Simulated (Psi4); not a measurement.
# doublet C3H3N+: levels of theory compared

Wanted: a comparison of 3 runs (UCAM-B3LYP/def2-SVPD, UM06-2X/def2-SVPD, UM06-L/def2-SVPD) of doublet C3H3N+. 

Program for the calculation: Psi4 1.11.

### 1 The molecule

The species is C3H3N+ (7 atoms), meant as a doublet with charge +1. As SMILES of the parent species, `[H]/N=C\C#C`. The shape is that of a PBE0-D4/def2-TZVP optimisation. That shape belongs to the parent species and isn't relaxed for this state.

Bond lengths: N2–C3 1.269 Å, C3–C4 1.430 Å, C4–C5 1.202 Å, H1–N2 1.021 Å, C3–H6 1.092 Å, C5–H7 1.065 Å. Angles: N2–C3–C4 126.0°, C3–C4–C5 179.5°, N2–C3–H6 118.1°, C4–C3–H6 115.9°, H1–N2–C3 110.5°, C4–C5–H7 179.6°.

### 2 A single-point energy at UCAM-B3LYP/def2-SVPD (run 1)

Contents of c3h3n.dat:

```
memory 2.2 GB

molecule system {
  1 2
  H
  N 1 R2
  C 2 R3 1 A3
  C 3 R4 2 A4 1 D4
  C 4 R5 2 A5 1 D5
  H 3 R6 2 A6 1 D6
  H 5 R7 6 A7 3 D7

  R2 = 1.021264
  R3 = 1.268845
  A3 = 110.48981
  R4 = 1.430195
  A4 = 126.03564
  D4 = 0.00103
  R5 = 1.202231
  A5 = 155.26072
  D5 = -0.00019
  R6 = 1.091819
  A6 = 118.11207
  D6 = 179.99443
  R7 = 1.065024
  A7 = 162.58373
  D7 = 179.99829
  symmetry c1
  no_reorient
  no_com
}

set basis def2-SVPD
set reference uks
set puream true
set e_convergence 1e-09
set d_convergence 1e-08
set scf_type pk
set dft_radial_points 99
set dft_spherical_points 590
set maxiter 100

e_tot, wfn = energy('cam-b3lyp', return_wfn=True)
```

The run is started by

```bash
$ psi4 -n 1 c3h3n.dat c3h3n.out
```

c3h3n.out:

```text
[...]
  Running in c1 symmetry.
[...]
  Nuclear repulsion =   90.646073792628542
[...]
  Multiplicity = 2
[...]
  Nalpha       = 14
  Nbeta        = 13
[...]
    Number of basis functions: 104
[...]
   @UKS iter   1:  -170.07824363323991   -3.09540e-01   3.77112e-03 ADIIS/DIIS
[...]
   @UKS iter  20:  -170.17513339093546   -1.08002e-11   8.18452e-09 DIIS
[...]
   @S^2 Observed:                7.656372870E-01
[...]
  @UKS Final Energy:  -170.17513339093546
   => Energetics <=
    Nuclear Repulsion Energy =             90.6460737926285418
    One-Electron Energy =                -400.4548621337497707
    Two-Electron Energy =                 156.9188832331286960
    DFT Exchange-Correlation Energy =     -17.2852282829429456
    Empirical Dispersion Energy =           0.0000000000000000
    VV10 Nonlocal Energy =                  0.0000000000000000
    Total Energy =                       -170.1751333909354571
[...]
 Multipole Moments:
 ------------------------------------------------------------------------------------
     Multipole            Electronic (a.u.)      Nuclear  (a.u.)        Total (a.u.)
 ------------------------------------------------------------------------------------
 L = 1.  Multiply by 2.5417464519 to convert [e a0] to [Debye]
 Dipole X            :         -0.0000580            0.0000946            0.0000365
 Dipole Y            :          0.8322441           -0.5364788            0.2957653
 Dipole Z            :          0.2646254           -0.3833943           -0.1187689
 Magnitude           :                                                    0.3187211
[...]
```

Wall time 40 s (1 thread of Intel Xeon 6975P-C (Granite Rapids), shared host); peak memory 1.1 GiB.

### 3 The energy at UM06-2X/def2-SVPD (run 2)

Contents of c3h3n_ase.py:

```python
import numpy as np
from ase.calculators.psi4 import Psi4
from ase import Atoms

mol = Atoms(['H', 'N', 'C', 'C', 'C', 'H', 'H'], positions=[
    [0.042980, -1.921630, 0.276790],
    [0.571870, -1.414880, 0.988450],
    [0.520410, -0.165300, 0.774280],
    [-0.170650, 0.476280, -0.301020],
    [-0.748370, 1.024920, -1.201350],
    [1.046470, 0.497080, 1.464630],
    [-1.262700, 1.503530, -2.001770],
])
calc = Psi4(atoms=mol, method='m06-2x', basis='def2-SVPD', memory='2200MB', num_threads=1, charge=1, multiplicity=2, label='psi4-calc', reference='uks')
calc.psi4.set_options({'puream': True, 'e_convergence': 1e-09, 'd_convergence': 1e-08, 'scf_type': 'pk', 'dft_radial_points': 99, 'dft_spherical_points': 590, 'maxiter': 100})
mol.calc = calc

print(f'energy: {mol.get_potential_energy():.6f} eV')
```

The run is started by

```bash
$ python c3h3n_ase.py
```

psi4-calc.dat:

```text
[...]
  Running in c1 symmetry.
[...]
  Nuclear repulsion =   90.646063276904499
[...]
  Multiplicity = 2
[...]
  Nalpha       = 14
  Nbeta        = 13
[...]
    Number of basis functions: 104
[...]
   @UKS iter   1:  -170.09532781733529   -2.36558e-01   3.63519e-03 ADIIS/DIIS
[...]
   @UKS iter  18:  -170.18732830749684   -5.11591e-12   7.32512e-09 DIIS
[...]
   @S^2 Observed:                7.676228765E-01
[...]
  @UKS Final Energy:  -170.18732830749684
   => Energetics <=
    Nuclear Repulsion Energy =             90.6460632769044992
    One-Electron Energy =                -400.3758437291567134
    Two-Electron Energy =                 150.9817513535598152
    DFT Exchange-Correlation Energy =     -11.4392992088044512
    Empirical Dispersion Energy =           0.0000000000000000
    VV10 Nonlocal Energy =                  0.0000000000000000
    Total Energy =                       -170.1873283074968413
[...]
 Multipole Moments:
 ------------------------------------------------------------------------------------
     Multipole            Electronic (a.u.)      Nuclear  (a.u.)        Total (a.u.)
 ------------------------------------------------------------------------------------
 L = 1.  Multiply by 2.5417464519 to convert [e a0] to [Debye]
 Dipole X            :          0.3714001           -0.3256763            0.0457238
 Dipole Y            :         -0.6586809            0.2743082           -0.3843727
 Dipole Z            :          0.6128375           -0.5034779            0.1093596
 Magnitude           :                                                    0.4022345
[...]
```

On the terminal:

```text
energy: -4631.033087 eV
```

Run time: 59 s. Hardware: 1 thread of Intel Xeon 6975P-C (Granite Rapids), shared host; peak memory 1.1 GiB.

### 4 Energy and forces at UM06-L/def2-SVPD (run 3)

Contents of c3h3n.py:

```python
import psi4

psi4.set_memory(2200000000)
psi4.set_num_threads(1)
psi4.set_output_file('output.dat', False)

m = psi4.geometry("""
1 2
H      0.08122043    -3.63135441     0.52305729
N      1.08067768    -2.67373570     1.86789979
C      0.98343237    -0.31237173     1.46317714
C     -0.32248176     0.90003876    -0.56884536
C     -1.41421434     1.93681810    -2.27022248
H      1.97754170     0.93934506     2.76774957
H     -2.38615718     2.84125992    -3.78279706
units bohr
symmetry c1
""")

options = {'reference': 'uks', 'puream': True, 'e_convergence': 1e-09, 'd_convergence': 1e-08, 'scf_type': 'pk', 'dft_radial_points': 99, 'dft_spherical_points': 590, 'maxiter': 100}
psi4.set_options(options)

E, wfn = psi4.gradient('m06-l/def2-SVPD', return_wfn=True)
print('gradient / Eh bohr^-1')
print(E.np.round(6))
print(f'energy = {wfn.energy():.10f} Eh')
```

The run is started by

```bash
$ python c3h3n.py
```

output.dat:

```text
[...]
  Running in c1 symmetry.
[...]
  Nuclear repulsion =   90.646063328634895
[...]
  Multiplicity = 2
[...]
  Nalpha       = 14
  Nbeta        = 13
[...]
    Number of basis functions: 104
[...]
   @UKS iter   1:  -170.07723096750266   -3.49047e-02   5.07769e-03 ADIIS/DIIS
[...]
   @UKS iter  17:  -170.25356800766238   -1.20224e-11   5.65170e-09 DIIS
[...]
   @S^2 Observed:                7.609192229E-01
[...]
  @UKS Final Energy:  -170.25356800766238
   => Energetics <=
    Nuclear Repulsion Energy =             90.6460633286348951
    One-Electron Energy =                -400.5123858316006249
    Two-Electron Energy =                 163.4263230196553991
    DFT Exchange-Correlation Energy =     -23.8135685243520570
    Empirical Dispersion Energy =           0.0000000000000000
    VV10 Nonlocal Energy =                  0.0000000000000000
    Total Energy =                       -170.2535680076623805
[...]
  -Total Gradient:
     Atom            X                  Y                   Z
    ------   -----------------  -----------------  -----------------
       1       -0.001071931266     0.037284703105    -0.005719754451
       2        0.027735352410    -0.022871473535     0.042848682824
       3       -0.019683733810    -0.035959633226    -0.024603264021
       4       -0.026042386330     0.045236002116    -0.042862892796
       5        0.018687344509    -0.013580097880     0.028657661337
       6       -0.004000422102    -0.003294958857    -0.005436021127
       7        0.004377875678    -0.006820066178     0.007119267864
[...]
```

Standard output:

```text
gradient / Eh bohr^-1
[[-0.001072  0.037285 -0.00572 ]
 [ 0.027735 -0.022871  0.042849]
 [-0.019684 -0.03596  -0.024603]
 [-0.026042  0.045236 -0.042863]
 [ 0.018687 -0.01358   0.028658]
 [-0.004    -0.003295 -0.005436]
 [ 0.004378 -0.00682   0.007119]]
energy = -170.2535680077 Eh
```

It took 68 s on 1 thread of Intel Xeon 6975P-C (Granite Rapids), shared host; peak memory 1.1 GiB.

### 5 All runs side by side

| run | level | task | energy (Eh) | HOMO energy (eV) | LUMO energy (eV) | ⟨S²⟩ | wall time |
| --- | --- | --- | --- | --- | --- | --- | --- |
| 1 | UCAM-B3LYP/def2-SVPD | energy | -170.175133 | -16.08 | -11.51 | 0.766 | 40 s |
| 2 | UM06-2X/def2-SVPD | energy | -170.187328 | -15.92 | -11.13 | 0.768 | 59 s |
| 3 | UM06-L/def2-SVPD | gradient | -170.253568 | -14.11 | -13.50 | 0.761 | 68 s |

### 6 Summary of results

| quantity | value |
| --- | --- |
| run 3: total energy | -170.25357 Eh |
| run 3: HOMO energy (highest over α and β) | -14.11 eV |
| run 3: LUMO energy (lowest over α and β) | -13.50 eV |
| run 3: ⟨S²⟩ | 0.761 |
| run 3: largest force on an atom | 3.473 eV/Å |

Totals of different functionals can't be ranked against each other. All runs together took 2.8 min, the longest 68 s.
